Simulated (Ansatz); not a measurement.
Ideal-gas functions of C$_{3}$H$_{4}$S, SMILES `C=C1CS1` at 400 K and 1 bar, from an Ansatz frequency run at PBE0-D4/def2-TZVP.

Molar mass 72.13 g/mol, point group Cs (symmetry number 1), electronic degeneracy 1, moments of inertia 36.006, 95.103, 127.71 u Å². Harmonic wavenumbers (cm⁻¹, unscaled): 336, 370, 624, 680, 693, 873, 917, 953, 1038, 1065, 1103, 1433, 1466, 1799, 3121, 3167, 3209, 3259.

Use S(trans) = R[1.5 ln M + 2.5 ln T − 1.1517]; rotational temperatures θ = 24.2544 K / I; S(rot) = R[ln(√π/σ · √(T³/θAθBθC)) + 1.5]; for each mode x = 1.438777 ν̃/T, S = R[x/(eˣ − 1) − ln(1 − e⁻ˣ)] and H = RT x/(eˣ − 1); 1 cm⁻¹ = 0.0119627 kJ/mol; R = 8.31446 J/(mol·K).

Q: By hand: the entropy, in J/(mol·K).

A: Translation 168.3. Rotation: θ = 0.6736, 0.255, 0.1899 K, giving 106.2. Vibration, mode by mode: 7.23, 6.53, 3.14, 2.68, 2.59, 1.55, 1.36, 1.23, 0.96, 0.89, 0.80, 0.30, 0.27, 0.10, 0.00, 0.00, 0.00, 0.00, in all 29.6. Electronic 0.0. Sum 304.1 J/(mol·K).

Q: By hand: H − E and G − E in kJ/mol, counted from the electronic energy.

A: Zero-point energy ½ × 26106 × 0.0119627 = 156.1; thermal vibration 8.0; translation, rotation and pV give 4 RT = 13.3. H − E = 177.4 kJ/mol, and G − E = 177.4 − 400 × 304.1/1000 = 55.8 kJ/mol.

Vibration gives 10 % of the entropy.
